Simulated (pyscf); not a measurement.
Routes from H₃C–InH₂ + NH₃

Candidate steps break at most two bonds and form at most two. Each was searched with GFN2-xTB (tblite) first. Single points on ωB97X-D3(BJ)/def2-SVP structures (PySCF, gas phase). Energies: ωB97M-D3(BJ)/def2-TZVP, kJ/mol, from the separated reactants, singlet surface; ΔG‡ with ideal gas, 1 atm, RRHO with modes under 100 cm⁻¹ raised to 100, one conformer, R ln 2 for chiral ones without a mode under 150 cm⁻¹.

| products | type | ΔE‡ | ΔE | ΔG‡ 298 K | ΔG‡ 900 K | ν‡ (cm⁻¹) |
|---|---|---|---|---|---|---|
| CH₄ + H₂N–InH₂ | four-centre exchange | 80.6 | -47.7 | 119.4 | 212.8 | 1609i |
| H₃C–InH–NH₂ + H₂ | four-centre exchange | 82.6 | +3.7 | 120.8 | 211.7 | 1290i |

Row 1: On the reactant side the descent ends in an adduct with a In–N contact, 85.9 kJ/mol under the separated species and 159.6 kJ/mol under the saddle at ωB97X-D3(BJ)/def2-TZVP. Row 2: On the reactant side the descent ends in an adduct with a In–N contact (not fully relaxed), 85.9 kJ/mol under the separated species and 157.9 kJ/mol under the saddle at ωB97X-D3(BJ)/def2-TZVP. 

Plain bond fissions and candidates not yet searched are not listed, and one of them may be faster. Each barrier is that of the saddle found; lower ones may exist. Elements past Kr carry the def2 core potentials, without spin-orbit coupling.
